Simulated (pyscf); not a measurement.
H₃C–SiH₂–CH₃ (SMILES C[SiH2]C) + H₂ (SMILES [H][H]) → H₃C–SiH₂–CH₃ (SMILES C[SiH2]C) + H₂ (SMILES [H][H]) (four-centre exchange; singlet surface; C–H, H–H broken, C–H, H–H formed). Single points on ωB97X-D3(BJ)/def2-SVP structures (PySCF, gas phase). Energies in kJ/mol from the separated reactants.

```tsv
level	barrier	reaction energy
PBE/def2-TZVP	434.8	0.0
B3LYP-D3(BJ)/def2-TZVP	467.9	0.0
PBE0-D3(BJ)/def2-TZVP	?	0.0
M06-2X/def2-TZVP	488.2	0.0
ωB97M-D3(BJ)/def2-TZVP	469.1	0.0
HF/def2-TZVP	?	0.0
```

**Question.** Complete the blanks.

**Answer.** 
- PBE0-D3(BJ)/def2-TZVP, barrier: 458.0
- HF/def2-TZVP, barrier: 595.4

The functionals in the table span 53.4 kJ/mol in this barrier, from PBE to M06-2X. The same reactants have a lower exit, to CH₄ + H₃C–SiH₃ (barrier +295.4 kJ/mol at ωB97M-D3(BJ)/def2-TZVP, against +469.1 kJ/mol here). One saddle was located; it need not be the lowest between these sides.
